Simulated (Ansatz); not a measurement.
hcp Mg was calculated with LDA (PAW; Ansatz, an electronic-structure program).

Run with plane-wave cutoff 520 eV, 18×18×12 k mesh (along the axes of the cell as run), Fermi–Dirac smearing 0.05 eV, scalar-relativistic PAW data made under PBE.

Energies at three volumes about the minimum:

```
V (Å³/atom)  E − E_lowest (meV/atom)
-----------  -----------------------
21.182                          1.10
21.614                          0.00
22.046                          1.04
```

Fit a parabola by hand: where is the minimum, and what is the bulk modulus?

Slopes: (0.00 − 1.10)/(21.614 − 21.182) = -2.546 and (1.04 − 0.00)/(22.046 − 21.614) = 2.407 meV/Å³. Curvature E″ = 2 × (2.407 − (-2.546))/(22.046 − 21.182) = 11.465 meV/Å⁶. From the middle of the first interval, the slope vanishes at V0 = 21.3980 − (-2.546)/11.465 = 21.620 Å³/atom. B = V0 E″ = 21.620 × 11.465 meV/Å³ × 0.1602 GPa per meV/Å³ = 39.7 GPa. The full Birch–Murnaghan fit to all volumes gives V0 = 21.613 Å³/atom and B0 = 39.7 GPa.

Shape and atoms are relaxed at each volume.

Measured, for comparison: bulk modulus 38.6 GPa, equilibrium volume per atom 22.65 Å³/atom (copied from a table, unchecked, extrapolated to 0 K and zero-point effects removed; as tabulated in Lejaeghere et al. (2013), arXiv:1204.2733). Computed less measured: bulk modulus not scored (unchecked), equilibrium volume per atom not scored (unchecked).
